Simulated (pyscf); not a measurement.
Routes from F–N(F)–F + HF

Candidate steps break at most two bonds and form at most two. Each was searched with GFN2-xTB (tblite) first. Structures and frequencies: ωB97X-D3(BJ)/def2-SVP in PySCF. Energies: ωB97M-D3(BJ)/def2-TZVP, kcal/mol, from the separated reactants, singlet surface; ΔG‡ with ideal gas, 1 atm, RRHO with modes under 100 cm⁻¹ raised to 100, one conformer, R ln 2 for chiral ones without a mode under 150 cm⁻¹.

```
products                       type    ΔE‡     ΔE  ΔG‡ 298 K  ΔG‡ 900 K  ν‡ (cm⁻¹)
-------------  --------------------  -----  -----  ---------  ---------  ---------
F–N(F)–F + HF  four-centre exchange   61.5    0.0       68.6       86.8      1003i
F–F + F–NH–F   four-centre exchange  135.9  +79.9      140.5      155.3      1276i
```

Plain bond fissions and candidates not yet searched are not listed, and one of them may be faster. Each barrier is that of the saddle found; lower ones may exist. 2 of the closed-shell references are unstable towards spin polarisation; treat their single-reference values with care.
